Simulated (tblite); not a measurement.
Species: C₃H₆NOP.
Cartesian coordinates in Å at the GFN2-xTB level; atoms count from 1:
```
atom  x, y, z in Å
C1     1.5463    0.3732    0.0723
P2     0.2914   -0.8729   -0.3547
O3     0.6066   -2.2424    0.0497
C4    -1.3004   -0.2736    0.3686
C5    -1.5807    1.0649   -0.0472
N6    -1.7723    2.1372   -0.3939
H7     1.7109    0.3346    1.1495
H8     2.4743    0.1004   -0.4278
H9     1.2391    1.3711   -0.2263
H10    0.0862   -0.7068   -1.7236
H11   -2.0941   -0.9557    0.0490
H12   -1.2060   -0.3306    1.4583
```

Method: GFN2-xTB as coded in tblite; computed harmonic values from a numerical Hessian at the method's own geometry, unscaled. The method is semi-empirical: single wavenumbers can be off by several per cent or more. Modes of hydrogen on phosphorus can be 10 to 20 % off. One conformer, not necessarily the lowest.

Harmonic wavenumbers (cm⁻¹): 60.8, 111.3, 170.6, 229.1, 302.8, 322.7, 378.7, 462.0, 658.2, 694.9, 775.2, 832.2, 847.2, 926.2, 961.7, 997.1, 1035.1, 1163.6, 1282.5, 1319.0, 1369.6, 1411.8, 1425.6, 2297.3, 2407.9, 2928.1, 2942.6, 2990.9, 3007.6, 3038.6.

A = 5959, B = 1872, C = 1537 MHz; mass 103.019 u (most abundant isotopes); point group C1, symmetry number 1.

Problem. What is the zero-point energy?

Solution. ½Σν̃ = 18675 cm⁻¹ = 53.40 kcal/mol.

Problem. What is S at 500 K and 1 bar for an ideal gas of classical rigid rotors and harmonic oscillators?

Solution. Translation 42.40, rotation 28.87, vibration 31.24: S = 102.5 cal/(mol K).

Problem. And Cp and H(500 K) − H(0)?

Solution. Cp = 38.37 cal/(mol K), of which vibrations give 30.43 (their classical limit is 30 R = 59.6); H(500 K) − H(0) = 12.08 kcal/mol without the zero-point energy, 8.11 from vibrations.

Problem. What must be added to the electronic energy to get the Gibbs energy at 500 K and 1 bar?

Solution. ZPE + [H(500 K) − H(0)] − T·S = 53.40 + 12.08 − 51.26 = 14.22 kcal/mol.

Problem. Which modes carry the vibrational entropy at 500 K?

Solution. 60.8 cm⁻¹: 5.45; 111.3 cm⁻¹: 4.26; 170.6 cm⁻¹: 3.42; 229.1 cm⁻¹: 2.85; 302.8 cm⁻¹: 2.32; 322.7 cm⁻¹: 2.20 cal/(mol K); the other 24 give 10.73 together.

Problem. Blend soft modes into free rotors: weight 1/[1 + (100 cm⁻¹/ν̃)⁴] for the oscillator and the rest for a rotor with moment μB/(μ + B), μ = h/(8π²ν), B = 10⁻⁴⁴ kg m². What vibrational entropy results?

Solution. 29.38 cal/(mol K) in place of 31.24, which changes −T·S at 500 K by +0.93 kcal/mol.

Hindered rotation and anharmonicity are outside this model. Other conformers, if any are populated, would add a mixing term that is left out. The structure is chiral; the term R ln 2 for an equal mix with its mirror image is left out.

On Arm Neoverse V1, one thread, shared host with 32 logical CPUs at a one-minute load of 9.7, this took 0.28 s of wall time. This covers the Hessian and the dipole derivatives.
